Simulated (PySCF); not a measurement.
## C3H4O: calculation and literature

Geometry (Å), atoms numbered from 1 in this order:
```xyz
8

C     1.8933   -0.3274    0.6311
C     0.7901   -0.1859    0.1833
C    -0.5385   -0.0333   -0.3846
O    -1.3393    0.7533    0.4727
H     2.8701   -0.4516    1.0351
H    -0.4416    0.4293   -1.3769
H    -0.9707   -1.0334   -0.5297
H    -2.2091    0.8297    0.0724
```

Measured values that the calculation should reproduce: δ ¹⁷O O4 3.3 ppm (measured; liquid, neat, 295 K; 17O NMR survey of organic solvents and oxofluorinated compounds, PMC5915748).
δ ¹³C C2 83.0; C1 73.8 ppm (measured; solution, not stated per compound (mostly CDCl3 or CCl4); Pretsch, Buehlmann, Badertscher, Structure Determination of Organic Compounds, 4th ed. (2009)). Coupling constants: ¹J(C1,H5) 248.0 Hz.

Non-relativistic, no solvent model, one averaged value for each set of equivalent atoms, one computed conformer. J: B3LYP/pcJ-2; shieldings: GIAO B97-2/pcSseg-2; PBE0-D3(BJ)/def2-TZVP geometry; PySCF 2.14.0 with density-fitted response routines.

Question: How close does the calculation come?

Answer: 
Reference values: measured (liquid, neat, 295 K; 17O NMR survey of organic solvents and oxofluorinated compounds, PMC5915748).
| atoms | quantity | reference | computed | computed, scaled |
| --- | --- | --- | --- | --- |
| O4 | δ ¹⁷O vs D2O (external) | 3.3 | – | -15.0 |

Reference values: measured (solution, not stated per compound (mostly CDCl3 or CCl4); Pretsch, Buehlmann, Badertscher, Structure Determination of Organic Compounds, 4th ed. (2009)).
```
atoms  quantity  reference  computed  computed, scaled
   C2     δ ¹³C       83.0      85.5              80.5
   C1     δ ¹³C       73.8      78.4              73.6
```

Computed shifts are σ(ref) − σ with the named reference compound (TMS for H and C) calculated as an isolated molecule at the same level. The measured values may be among those fitted. Scaled to experiment by linear calibration (H and C: mostly CDCl3 data, vs TMS): ¹³C (scatter 2.0 ppm rms, 2.1 ppm with the 1 outlier that the fit left out); ¹⁷O (scatter 12.8 ppm rms vs liquid water, solution or neat liquid). A few per cent of atoms miss by over 2 rms, more outside the fitted compound classes.

Coupling constants in Hz:
| coupling | reference | computed | source |
| --- | --- | --- | --- |
| ¹J(C1,H5) | 248.0 | 271.6 | measured; liquid or solution (compiled); San Fabian, Garcia de la Vega, Suardiaz et al., Magn. Reson. Chem. 2013, 51, 775 (SI) |

Question: How far are the unscaled ¹³C shifts from the references?

Answer: Mean signed difference +3.55 ppm, mean absolute 3.55 ppm over 2 comparisons; the largest is +4.6 ppm at C1 (terminal alkyne carbon).
